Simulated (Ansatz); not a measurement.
Candidate structures of HfC, relaxed level by level: HfC (P6₃/mmc, No. 194; start mp-1096993; another space group than a measured phase of this formula); HfC (model structure, from the WC type, P-6m2, No. 187); rock-salt HfC. Levels: PBEsol (Ansatz, a first-principles code, PAW), r²SCAN (plane waves, PAW; Ansatz).

Problem. Rank the structures in energy at 0 K, level by level.

Solution. Lowest: PBEsol, rock-salt HfC; r²SCAN, rock-salt HfC. Energies above the lowest of these candidates, meV/atom:

```tsv
structure	PBEsol	r²SCAN
rock-salt HfC	0	0
HfC (P6₃/mmc, No. 194; start mp-1096993; another space group than a measured phase of this formula)	187	234
HfC (model structure, from the WC type, P-6m2, No. 187)	781	808
```

All these levels agree on the lowest structure.

A measured cell is on file for: rock-salt HfC.

Static-lattice energies; unlike cells have unlike k meshes, which leaves some meV/atom of uncertainty, and other structures than these can lie lower.

Note: the relaxation could not lower the start's symmetry, so the cell can be a saddle point above a distorted one.

A model structure was made by putting elements into a prototype or built by hand; it is no filed structure, need not be a known phase, and can be a saddle point held by its symmetry.

A start named mp-… is a Materials Project structure, which can be a computed phase never made.
